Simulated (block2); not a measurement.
# DMRG/ANO-RCC-MB run of SiH2OF (SMILES O[SiH]F)

Aim: the vertical ionisation energy of SiH2OF at DMRG/ANO-RCC-MB, from 2 runs. 

The results are computed with block2 0.5.4.

3 further runs of the same task are left out: 1 that didn't finish, 2 set aside as unsound or not needed.

## 1. The structure to begin with

The species is SiH2OF (5 atoms), meant as a doublet with charge 0. As SMILES, `O[SiH]F`. The coordinates come from a PBE0-D4/def2-TZVP relaxation. This is one conformer, not always the lowest.

Bond lengths: O1–Si2 1.636 Å, Si2–F3 1.603 Å, O1–H4 0.959 Å, Si2–H5 1.490 Å. Angles: O1–Si2–F3 110.5°, O1–Si2–H5 105.3°, F3–Si2–H5 107.6°, Si2–O1–H4 119.2°.

## 2. A single-point energy at DMRG/ANO-RCC-MB

prepare.py reads:

```python
from pyscf import ao2mo, cc, dft, gto, mcscf, mp, scf
from pyscf.tools import fcidump

geom = """
O
Si 1 1.63644
F 2 1.603322 1 110.45623
H 1 0.958779 2 119.21977 3 -64.02481
H 2 1.489983 3 107.62165 1 114.44307
"""
mol = gto.M(
    atom=geom,
    basis="ano-rcc-mb",
    charge=0,
    spin=1,
    verbose=4,
)
print("basis functions                = %d" % (mol.nao))
mf = scf.ROHF(mol)
mf.conv_tol = 1e-10
mf.max_cycle = 200
mf.kernel()
if not mf.converged:
    mf = mf.newton().run(mf.mo_coeff, mf.mo_occ)
print("E(HF)                          = %.10f" % (mf.e_tot))
ref = scf.UHF(mol).run(mf.make_rdm1(), conv_tol=1e-10)
pt = mp.MP2(ref, frozen=7).run()
mycc = cc.CCSD(ref, frozen=7)
mycc.max_cycle = 150
mycc.kernel()
print(f"E(MP2)                         = {pt.e_tot:.10f}")
if mycc.converged:
    print("E(CCSD)                        = %.10f" % (mycc.e_tot))
    print(f"CCSD(T) total energy           = {mycc.e_tot + mycc.ccsd_t():.10f}")
ks = dft.UKS(mol, xc="pbe").set(conv_tol=1e-9, verbose=3).run(mf.make_rdm1())
if ks.converged:
    print("E(PBE)                         = %.8f" % (ks.e_tot))
ks = dft.UKS(mol, xc="tpss").set(conv_tol=1e-9, verbose=3).run(mf.make_rdm1())
if ks.converged:
    print("E(TPSS)                        = %.8f" % (ks.e_tot))
ks = dft.UKS(mol, xc="r2scan").set(conv_tol=1e-9, verbose=3).run(mf.make_rdm1())
if ks.converged:
    print("E(r2SCAN)                      = %.8f" % (ks.e_tot))
ks = dft.UKS(mol, xc="revpbe").set(conv_tol=1e-9, verbose=3).run(mf.make_rdm1())
if ks.converged:
    print(f"E(revPBE)                      = {ks.e_tot:.8f}")
ks = dft.UKS(mol, xc="pbe0").set(conv_tol=1e-9, verbose=3).run(mf.make_rdm1())
if ks.converged:
    print(f"E(PBE0)                        = {ks.e_tot:.8f}")
occ_no, mo = mcscf.addons.make_natural_orbitals(mp.MP2(mf.to_uhf(), frozen=7).run())
mf.mo_coeff = mo
cas = mcscf.CASCI(mf, 14, 19)
h1, ecore = cas.get_h1eff()
fcidump.from_integrals("FCIDUMP", h1, cas.get_h2eff(), 14, 19, nuc=ecore, ms=1)
ci = mcscf.CASCI(mf, 14, (10, 9))
ci.fix_spin_(ss=0.75)
ci.fcisolver.conv_tol = 1e-10
ci.fcisolver.max_cycle = 200
ci.kernel()
print(f"FCI energy                     = {ci.e_tot:.10f}")
```

dmrg.conf reads:

```
sym c1
orbitals FCIDUMP
nelec 19
spin 1
irrep 1
occ 2 2 2 2 2 2 2 2 2 1 0 0 0 0
cbias 0.3
schedule
0 100 1E-09 1E-04
2 150 1E-09 1E-04
6 200 1E-09 1E-05
10 200 1E-10 0.0
end
maxiter 16
sweep_tol 1E-06
fiedler
mem 1g
num_thrds 1
prefix ./tmp
outputlevel 2
onepdm
```

Run with:

```bash
$ python prepare.py && block2main dmrg.conf
```

Standard output:

```text
$ python prepare.py

[... 126 lines left out ...]
converged SCF energy = -464.101837181779  <S^2> = 0.75348727  2S+1 = 2.0034842
[... 231 lines left out ...]
 <-- Site =    4-   5 .. Mmps =  100 Ndav =  12 E =   -464.1968469214 Error = 1.97e-04 FLOPS = 5.59e+09 Tdav = 0.91 T = 1.00
[... 60 lines left out ...]
 --> Site =    3-   4 .. Mmps =  125 Ndav =   5 E =   -464.1972329519 Error = 0.00e+00 FLOPS = 4.44e+09 Tdav = 0.15 T = 0.19
[... 51 lines left out ...]
 --> Site =   11-  12 .. Mmps =   85 Ndav =   1 E =   -464.1974891232 Error = 1.30e-14 FLOPS = 1.37e+09 Tdav = 0.00 T = 0.05
[... 60 lines left out ...]
 <-- Site =    6-   7 .. Mmps =  200 Ndav =   6 E =   -464.1975105455 Error = 7.73e-07 FLOPS = 6.71e+09 Tdav = 1.35 T = 1.81
[... 81 lines left out ...]
 <-- Site =    5-   6 .. Nterms =           17 Error =  0.000004024454/ 0.000000000000 FLOPS = 7.77e+09 Tmult = 0.01 T = 0.04
 <-- Site =    4-   5 .. Nterms =           19 Error =  0.000024990309/ 0.000000000000 FLOPS = 7.76e+09 Tmult = 0.01 T = 0.04
 <-- Site =    3-   4 .. Nterms =           21 Error =  0.000000015888/ 0.000000000000 FLOPS = 3.21e+09 Tmult = 0.00 T = 0.03
 <-- Site =    2-   3 .. Nterms =           23 Error =  0.000000000000/ 0.000000000000 FLOPS = 1.74e+09 Tmult = 0.00 T = 0.03
 <-- Site =    1-   2 .. Nterms =           25 Error =  0.000000000000/ 0.000000000000 FLOPS = 1.24e+09 Tmult = 0.00 T = 0.03
 <-- Site =    0-   1 .. Nterms =           27 Error =  0.000000000000/ 0.000000000000 FLOPS = 6.71e+08 Tmult = 0.00 T = 0.01
[... 7 lines left out ...]
NPDM Sorting | Nsites =    14 | Nmaxops =  2 | DotSite = 2 | SymbolFree = T | Compressed = T | LowMem = F | Mem = 1.53 KB
 Site =     0 ..  T = 0.000
 Site =     1 ..  T = 0.000
 Site =     2 ..  T = 0.000
 Site =     3 ..  T = 0.000
 Site =     4 ..  T = 0.000
 Site =     5 ..  T = 0.000
 Site =     6 ..  T = 0.000
 Site =     7 ..  T = 0.000
 Site =     8 ..  T = 0.000
 Site =     9 ..  T = 0.000
 Site =    10 ..  T = 0.000
 Site =    11 ..  T = 0.000
 Site =    12 ..  T = 0.000
Ttotal =      0.001

DMRG OCC =   2.000 1.995 1.993 1.991 1.988 1.984 1.976 1.974 1.969 1.016 0.035 0.027 0.027 0.024
```

Run time: 2.9 min. Hardware: 1 thread of AMD EPYC 7R43 (Zen 3), shared host; peak memory 0.56 GiB.

## 3. The singlet cation: the energy at DMRG/ANO-RCC-MB

integrals.py reads:

```python
from pyscf import ao2mo, cc, dft, gto, mcscf, mp, scf
from pyscf.tools import fcidump

mol = gto.M(atom="""
O     -0.615200    -0.884600    -0.276300
Si     0.283900     0.245700     0.493100
F      0.207000     1.646500    -0.283100
H     -1.564500    -0.765100    -0.338000
H      1.688800    -0.242600     0.404400
""", basis="ano-rcc-mb", charge=1, verbose=3, max_memory=2000)
print("basis functions: %d" % (mol.nao))
mf = scf.RHF(mol)
mf.conv_tol = 1e-10
mf.max_cycle = 200
mf.kernel()
if not mf.converged:
    mf = mf.newton().run(mf.mo_coeff, mf.mo_occ)
print(f"SCF energy: {mf.e_tot:.10f}")
ref = mf
pt = mp.MP2(ref, frozen=7).run()
mycc = cc.CCSD(ref, frozen=7)
mycc.max_cycle = 150
mycc.kernel()
print("MP2 total energy: %.10f" % (pt.e_tot))
if mycc.converged:
    print("CCSD total energy: %.10f" % (mycc.e_tot))
    print(f"E(CCSD(T)): {mycc.e_tot + mycc.ccsd_t():.10f}")
    print("T1: %.4f" % (mycc.get_t1_diagnostic()))
ks = dft.RKS(mol, xc="pbe").set(conv_tol=1e-9, verbose=3).run()
if ks.converged:
    print(f"E(PBE): {ks.e_tot:.8f}")
ks = dft.RKS(mol, xc="tpss").set(conv_tol=1e-9, verbose=3).run()
if ks.converged:
    print("E(TPSS): %.8f" % (ks.e_tot))
ks = dft.RKS(mol, xc="r2scan").set(conv_tol=1e-9, verbose=3).run()
if ks.converged:
    print("E(r2SCAN): %.8f" % (ks.e_tot))
ks = dft.RKS(mol, xc="revpbe").set(conv_tol=1e-9, verbose=3).run()
if ks.converged:
    print(f"E(revPBE): {ks.e_tot:.8f}")
ks = dft.RKS(mol, xc="pbe0").set(conv_tol=1e-9, verbose=3).run()
if ks.converged:
    print(f"E(PBE0): {ks.e_tot:.8f}")
occ_no, mo = mcscf.addons.make_natural_orbitals(mp.MP2(mf, frozen=7).run())
mf.mo_coeff = mo
cas = mcscf.CASCI(mf, 14, 18)
h1, ecore = cas.get_h1eff()
fcidump.from_integrals("FCIDUMP", h1, cas.get_h2eff(), 14, 18, nuc=ecore, ms=0)
```

block.conf reads:

```
sym c1
orbitals FCIDUMP
nelec 18
spin 0
irrep 1
occ 2 2 2 2 2 2 2 2 2 0 0 0 0 0
cbias 0.2
schedule
0 150 1E-07 1E-04
3 200 1E-07 1E-05
7 200 1E-08 0.0
end
maxiter 13
sweep_tol 1E-06
fiedler
mem 1g
num_thrds 1
prefix ./tmp
outputlevel 1
onepdm
```

Run with:

```bash
$ python integrals.py && block2main block.conf
```

Standard output:

```text
$ python integrals.py
basis functions: 21
converged SCF energy = -463.748623834354
SCF energy: -463.7486238344
E(RMP2) = -463.855160919051  E_corr = -0.106537084697105
E(SCS-RMP2) = -463.857730699524  E_corr = -0.109106865170251
E(CCSD) = -463.8727732065334  E_corr = -0.124149372179711
MP2 total energy: -463.8551609191
CCSD total energy: -463.8727732065
CCSD(T) correction = -0.00952073372620788
E(CCSD(T)): -463.8822939403
T1: 0.0277
converged SCF energy = -464.836365165374
E(PBE): -464.83636517
converged SCF energy = -465.187951150858
E(TPSS): -465.18795115
converged SCF energy = -465.044287137138
E(r2SCAN): -465.04428714
converged SCF energy = -465.041840699421
E(revPBE): -465.04184070
converged SCF energy = -464.838051886335
E(PBE0): -464.83805189
E(RMP2) = -463.855160919051  E_corr = -0.106537084697105
E(SCS-RMP2) = -463.857730699524  E_corr = -0.109106865170251

[... 34 lines left out ...]
integral sym error =            0
[... 42 lines left out ...]
Final canonical form =  LLLLLLLLLLLLLC 12
DMRG Energy = -463.882793097355830
[... 19 lines left out ...]
Expectation | Direction = backward | BRA bond dimension =  200 | KET bond dimension =  200
Time elapsed =      0.248
NPDM Sorting | Nsites =    14 | Nmaxops =  2 | DotSite = 2 | SymbolFree = T | Compressed = T | LowMem = F | Mem = 1.53 KB
Ttotal =      0.000

DMRG OCC =   1.999 1.994 1.992 1.986 1.979 1.969 1.960 1.956 1.932 0.110 0.041 0.030 0.028 0.023
```

Run time: 66 s. Hardware: 1 thread of AMD EPYC 7R43 (Zen 3), shared host; peak memory 0.31 GiB.

## 4. Outcome

Level: DMRG/ANO-RCC-MB, 7 core orbitals frozen.

| quantity | value |
| --- | --- |
| run 1, DMRG/ANO-RCC-MB: total energy | -464.19768 Eh |
| singlet cation: total energy | -463.88279 Eh |
| singlet cation: T1 diagnostic of the CCSD step | 0.028 |
| vertical ionisation energy (to the singlet cation) | 8.569 eV |

**Reading.** Removing an electron at fixed nuclei costs 8.57 eV (198 kcal/mol). Only the singlet of the ionised species was computed; a triplet could lie lower. In a minimal basis such a difference can be off by several eV, whatever the method. The basis (run 1, DMRG/ANO-RCC-MB) was made for a relativistic Hamiltonian, but the run is non-relativistic. The T1 diagnostic (singlet cation) of 0.028 is above the customary mark for such species, so a single reference may not serve. The basis (singlet cation) was made for a relativistic Hamiltonian, but the run is non-relativistic.
